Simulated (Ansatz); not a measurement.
System: bcc Na. Method: PBE-D3(BJ) (Ansatz, a program for electronic structure, PAW).

Settings: plane-wave cutoff 500 eV, 24×24×24 k mesh, Fermi–Dirac smearing 0.1 eV, scalar-relativistic PAW data made under PBE.

Computed at the level's own relaxed cell.

Task: Estimate the equilibrium volume per atom and equilibrium lattice constant a that the calculation returns.

Result: 
* **equilibrium volume per atom**: 34.02 Å³/atom
* **equilibrium lattice constant a**: 4.083 Å

Measured, for comparison: equilibrium volume per atom 37.42 Å³/atom (static lattice: zero-point anharmonic expansion removed; as tabulated in Mejia-Rodriguez and Trickey (2018), arXiv:1807.09216); lattice constant a 4.214 Å (static lattice: zero-point anharmonic expansion removed, our sources range from 4.207 to 4.214; as tabulated in Mejia-Rodriguez and Trickey (2018), arXiv:1807.09216). Computed (rounded) less measured: equilibrium volume per atom -9.1 %, lattice constant a -3.1 % (-2.9 % to -3.1 % over the range).

Static lattice: no zero-point or thermal effects.

It cost very roughly 40 core-seconds of CPU time.
